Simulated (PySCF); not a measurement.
Dissociation curve of NH, triplet.

Level of theory: CCSD(T) on UHF/6-31G, 1 core orbital frozen in PySCF 2.14.0.

Relative to R = 1.07 Å, what are the energies at R = 1.00, 1.16, 1.70, 3.13 Å?

7.0 kJ/mol at 1.00 Å, 11.4 kJ/mol at 1.16 Å, 168.4 kJ/mol at 1.70 Å, 248.9 kJ/mol at 3.13 Å.

The unrestricted determinant behind UCCSD(T) is spin-contaminated at 1.30 to 4.20 Å (<S²> up to 3.0, against 2.00 for a pure triplet).
